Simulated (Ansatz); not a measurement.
`CC1=C(O)N1` + H₂ → `CC1=CN1` + H₂O at 400 K and 1 bar (hydrogenolysis of a C–O bond).

Calculated with Ansatz (gas phase, PBE0-D4/def2-TZVP geometries, no zero-point term in ΔE). CCSD(T)/CBS is the MP2 limit (def2-TZVPP, def2-QZVPP) plus CCSD(T) − MP2 in def2-TZVPP, frozen cores. This one scheme is used for every species. One conformer a species, not always the lowest.

```csv
species,CCSD(T)/CBS energy (Eh),H − E (kJ/mol),S (J/(mol·K))
`CC1=C(O)N1`,-246.90912,232.5,344.6
H₂,-1.17544,38.0,139.0
`CC1=CN1`,-171.73902,213.9,308.5
H₂O,-76.37941,69.8,198.6
```

H − E and S are ideal-gas, rigid-rotor, harmonic terms from PBE0-D4/def2-TZVP, for one conformer and one mirror image of each species. The MP2-based limit puts H₂ 0.8 mEh under its directly extrapolated value; such offsets cancel only in part. 1 Eh = 2625.50 kJ/mol, R = 8.31446 J/(mol·K).

Task: By hand: ΔE, ΔH, ΔS and ΔG.

Result: ΔE = (-171.73902) + (-76.37941) − (-246.90912) − (-1.17544) = -0.03387 Eh = -88.9 kJ/mol. Δ(H − E) = 213.9 + 69.8 − 232.5 − 38.0 = 13.2, so ΔH = -75.7 kJ/mol. ΔS = 308.5 + 198.6 − 344.6 − 139.0 = 23.5 J/(mol·K). ΔG = -75.7 − 400 × (23.5)/1000 = -85.1 kJ/mol.

Task: By hand: the equilibrium constant, and the temperature at which ΔG would vanish if ΔH and ΔS stayed fixed.

Result: log₁₀ K = −ΔG/(RT ln 10) = 11.1. ΔH and −TΔS have one sign here, so there is no such temperature.

ΔH outweighs TΔS. A doubt of 5 kJ/mol in ΔE shifts log₁₀ K by 0.7 here. Other conformers and mirror images would add mixing entropy, several J/(mol·K) or more a flexible species. These are equilibria of isolated gas molecules and say nothing of rates. Largest T1 diagnostic: 0.012 (customary marks: 0.02 for closed shells, 0.045 for open ones).
